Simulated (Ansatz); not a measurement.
Born–Oppenheimer molecular dynamics of CH$_{10}$Si$_{2}$ (13 atoms, charge 0, multiplicity 1). It starts at the highest image of a converged band. Of that band: Neighbouring images differ by up to 2.8 eV, so the band resolves the path poorly. A vibrational analysis at the climbing image gives one clearly imaginary mode, 1486i cm⁻¹: a first-order saddle point.

These are results of RKS PBE0-D4/6-31G* (Ansatz 0.2.0), not measurements.

* ensemble: NVE (velocity Verlet)
* time step: 0.5 fs
* steps asked: 129
* starting velocities drawn for: 300 K
* seed: 11184

First frame:

```xyz
13
Properties=species:S:1:pos:R:3
Si -0.217 -0.046 0.150
C 0.301 0.114 2.260
H -0.296 0.234 3.176
H 0.825 -0.845 2.307
H 0.997 0.952 2.178
H 1.287 -0.169 -0.009
H -0.514 1.135 -0.712
H -0.713 -1.391 -0.238
Si -2.776 0.427 0.879
H -3.332 0.098 -0.474
H -3.583 -0.369 1.865
H -3.122 1.866 1.127
H -0.883 0.215 1.646
```

Task: How far do the bonds stretch over the last three quarters of this one trajectory? (Pairs bonded in most of those frames.)

Result: 
```json
{"bond": "Si1–H6", "mean (Å)": "1.495", "spread (Å)": "0.025", "shortest": "1.45", "longest": "1.55"}
{"bond": "Si1–H7", "mean (Å)": "1.496", "spread (Å)": "0.013", "shortest": "1.47", "longest": "1.52"}
{"bond": "Si1–H8", "mean (Å)": "1.498", "spread (Å)": "0.050", "shortest": "1.42", "longest": "1.58"}
{"bond": "Si1–Si9", "mean (Å)": "2.398", "spread (Å)": "0.183", "shortest": "2.17", "longest": "2.69"}
{"bond": "C2–H3", "mean (Å)": "1.096", "spread (Å)": "0.026", "shortest": "1.04", "longest": "1.15"}
{"bond": "C2–H4", "mean (Å)": "1.096", "spread (Å)": "0.040", "shortest": "1.03", "longest": "1.16"}
{"bond": "C2–H5", "mean (Å)": "1.094", "spread (Å)": "0.038", "shortest": "1.04", "longest": "1.16"}
{"bond": "C2–H13", "mean (Å)": "1.107", "spread (Å)": "0.077", "shortest": "0.98", "longest": "1.22"}
{"bond": "Si9–H10", "mean (Å)": "1.500", "spread (Å)": "0.032", "shortest": "1.45", "longest": "1.55"}
{"bond": "Si9–H11", "mean (Å)": "1.496", "spread (Å)": "0.021", "shortest": "1.47", "longest": "1.53"}
{"bond": "Si9–H12", "mean (Å)": "1.493", "spread (Å)": "0.017", "shortest": "1.47", "longest": "1.52"}
```

Mean temperature of the second half: 2407 K. The conserved energy stayed within 0.24 meV per atom of its start (net change -0.015 meV per atom), so the integration is sound. The kinetic energy rose, since the run started high on the potential surface and went downhill. It ends in pieces (CH4 + H6Si2), so much of that is their flight and rotation, not heat. A run of 0.065 ps of so small a system gives no equilibrium averages. The orbitals stay closed-shell, which can raise the energy where a bond breaks towards radicals; this wasn't checked here.

Time of the run: 6.4 min on 1 thread of Arm Neoverse V2, with other jobs on the host, peak memory 0.14 GiB.
